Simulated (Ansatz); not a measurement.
# A relaxation, step by step

SiNH6F, singlet, PBE0-D4/def2-TZVP (Ansatz 0.2.0). Settings:

```yaml
hamiltonian: {xc: pbe0, dispersion: d4}
relax: {f_tol: 0.005, max_steps: 200}
```

Start, a step off a saddle point along its unstable mode:

Si1  (-0.480, 0.026, -0.724)
F2  (1.218, 0.687, -1.021)
H3  (-0.156, -1.063, -1.670)
H4  (-1.778, -0.575, -0.131)
H5  (-0.994, 1.379, -1.027)
H6  (1.145, 0.241, 0.574)
N7  (0.437, -0.107, 0.975)
H8  (0.565, -1.056, 1.311)
H9  (0.042, 0.467, 1.713)
(Å)

```csv
step,energy less the last (meV),largest force component (eV/Å)
1,1502.1,7.936
3,715.4,0.768
5,581.7,1.050
7,550.6,0.326
9,549.2,0.041
11,549.0,0.008
13,548.8,0.009
15,548.7,0.016
17,536.4,0.263
19,413.4,0.701
21,152.0,0.904
23,48.6,0.467
25,0.9,0.045
27,0.1,0.031
29,0.0,0.004
```

Step 9, positions (Å) and forces (eV/Å):

```tsv
atom	x	y	z	Fx	Fy	Fz
Si1	-0.415	0.078	-0.836	-0.021	-0.018	0.041
F2	1.102	0.689	-1.179	-0.025	0.000	-0.032
H3	-0.335	-1.033	-1.830	0.016	0.017	-0.003
H4	-1.549	-0.530	-0.003	0.002	0.003	-0.012
H5	-1.144	1.327	-1.207	0.023	-0.001	-0.009
H6	1.449	0.227	1.025	-0.023	-0.011	0.012
N7	0.489	-0.102	1.023	0.023	0.004	0.013
H8	0.458	-1.076	1.307	0.003	0.003	-0.005
H9	-0.055	0.421	1.701	0.003	0.002	-0.005
```

Step 15, positions (Å) and forces (eV/Å):

| atom | x | y | z | Fx | Fy | Fz |
| --- | --- | --- | --- | --- | --- | --- |
| Si1 | -0.414 | 0.071 | -0.836 | 0.002 | -0.007 | 0.001 |
| F2 | 1.106 | 0.669 | -1.190 | 0.000 | -0.003 | 0.001 |
| H3 | -0.345 | -1.021 | -1.850 | 0.000 | -0.003 | -0.016 |
| H4 | -1.542 | -0.552 | -0.008 | 0.001 | 0.006 | 0.003 |
| H5 | -1.134 | 1.332 | -1.182 | 0.003 | -0.004 | 0.010 |
| H6 | 1.447 | 0.235 | 1.031 | 0.003 | 0.001 | -0.001 |
| N7 | 0.488 | -0.096 | 1.025 | -0.009 | 0.013 | 0.001 |
| H8 | 0.458 | -1.068 | 1.315 | 0.001 | -0.002 | -0.002 |
| H9 | -0.062 | 0.430 | 1.696 | -0.002 | -0.001 | 0.003 |

Step 23, positions (Å) and forces (eV/Å):

```tsv
atom	x	y	z	Fx	Fy	Fz
Si1	-0.512	-0.142	-1.135	0.467	0.077	-0.358
F2	1.073	-0.449	-1.225	-0.209	0.061	-0.195
H3	-0.929	-0.189	-2.577	0.021	-0.144	0.117
H4	-1.217	-1.244	-0.443	-0.074	0.129	0.130
H5	-0.852	1.249	-0.747	-0.027	-0.084	0.161
H6	1.311	0.792	1.275	-0.227	-0.164	-0.015
N7	0.509	0.165	1.285	-0.193	0.094	0.196
H8	0.812	-0.729	1.655	0.010	0.089	-0.007
H9	-0.195	0.547	1.911	0.233	-0.057	-0.030
```

Last step (29):

| atom | x (Å) | y (Å) | z (Å) |
| --- | --- | --- | --- |
| Si1 | -0.5156 | -0.1309 | -1.2387 |
| F2 | 1.0652 | -0.4115 | -1.2976 |
| H3 | -0.9526 | -0.3022 | -2.6540 |
| H4 | -1.2296 | -1.1408 | -0.4273 |
| H5 | -0.8183 | 1.2627 | -0.8456 |
| H6 | 1.2469 | 0.8078 | 1.2976 |
| N7 | 0.4715 | 0.1614 | 1.3789 |
| H8 | 0.8567 | -0.7332 | 1.6564 |
| H9 | -0.1242 | 0.4866 | 2.1304 |

The run took about 63 s on 2 CPU threads of an Arm Neoverse V1 (shared host).
